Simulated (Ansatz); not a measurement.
[Br···H···H], doublet: the ladder up to full CI

Geometry: a point of a hydrogen-transfer path between rigid fragments, not a stationary point.

```yaml
atoms:
  - { symbol: Br, position_ang: [0.0000, 0.0000, -1.4687] }
  - { symbol: H, position_ang: [0.0000, 0.0000, 0.1343] }
  - { symbol: H, position_ang: [0.0000, 0.0000, 1.3343] }
```

Basis cc-pVDZ; Ansatz 0.2.0. Only valence electrons are correlated (noble-gas cores and the filled d shells of p-block atoms frozen), which leaves 9 electrons in 23 orbitals. Prefix R: restricted or restricted open-shell reference; prefix U: unrestricted. Active spaces: pair = (3e, 3o) about the gap; valence = (9e, 6o) chosen from the atoms' valence shells. No spin–orbit coupling is included, and no scalar relativity.

Full CI is exact within this basis and frozen core; it isn't the basis-set limit. The frozen core follows each run's orbitals, which can shift R against U totals by a few meV for light atoms and by up to 0.1 eV past Ca.

For open shells CISD and CISDTQ are restricted-active-space CI with the open shells as a complete middle space.

The UHF ⟨S²⟩ is 0.797. The T1 diagnostic (RCCSD) is 0.0321. The largest doubles amplitude (RCCSD) is 0.093.

```csv
level,E − E(RHF) (eV)
RMP2,-3.7134
RCCSD,-4.2485
RCCSD(T),-4.3220
```

(1) Estimate how far full CI in cc-pVDZ lies from RCCSD(T). The table doesn't fix it; the size of (T) and the diagnostics are the guide.

(1) Full CI in cc-pVDZ lies 19 meV below RCCSD(T), which is 26 % of the (T) step (-74 meV). T1 is raised, and the rest is a large part of (T).

The other levels:

```json
{"level": "CISD", "E − E(full CI) (meV)": "299", "share of correlation (%)": "93.12", "wall time": "0.91 s"}
{"level": "BCCD(T)", "E − E(full CI) (meV)": "18", "share of correlation (%)": "99.58", "wall time": "1.3 s"}
{"level": "RCCSDT", "E − E(full CI) (meV)": "8", "share of correlation (%)": "99.81", "wall time": "–"}
{"level": "CISDTQ", "E − E(full CI) (meV)": "7", "share of correlation (%)": "99.83", "wall time": "22 s (H100)"}
{"level": "RCCSDT(Q)", "E − E(full CI) (meV)": "1", "share of correlation (%)": "99.98", "wall time": "6 s"}
{"level": "RCCSDTQ", "E − E(full CI) (meV)": "0", "share of correlation (%)": "99.99", "wall time": "27 s (H100)"}
{"level": "CASSCF (pair space)", "E − E(full CI) (meV)": "3645", "share of correlation (%)": "16.04", "wall time": "–"}
{"level": "NEVPT2 (pair space)", "E − E(full CI) (meV)": "474", "share of correlation (%)": "89.08", "wall time": "1.6 s"}
{"level": "CASSCF (valence space)", "E − E(full CI) (meV)": "3602", "share of correlation (%)": "17.03", "wall time": "–"}
{"level": "NEVPT2 (valence space)", "E − E(full CI) (meV)": "794", "share of correlation (%)": "81.71", "wall time": "1.1 s"}
{"level": "MRCISD (valence space)", "E − E(full CI) (meV)": "191", "share of correlation (%)": "95.60", "wall time": "–"}
{"level": "MRCISD+Q (valence space)", "E − E(full CI) (meV)": "0", "share of correlation (%)": "100.00", "wall time": "1.4 s"}
```

The correlation energy at full CI, counted from RHF, is -4.341 eV. That run took 27 s on 2 threads of AMD EPYC 7R13 with a shared H100 80 GB, shared host over 74,488,220 determinants.

Run but not shown, since their state or frozen core can't be matched to the reference's or they repeat it: UHF, UMP2, UCCSD, UCCSD(T), UCCSDT, UCCSDT(Q), UCCSDTQ.

Times hold each run's SCF and search for its determinant on a shared host, so for small cases they say little of a method's own cost; rows without a card ran on 1 thread of AMD EPYC 7R13.

The full-CI state has the irrep A1 of C2v, in the program's axes (one component, if the state is degenerate).

Natural occupations of full CI about the gap: 1.982 1.963 1.963 1.936 0.999 0.051 0.015 0.015 0.015 0.015; effectively unpaired electrons, Σ n²(2−n)², 1.04.
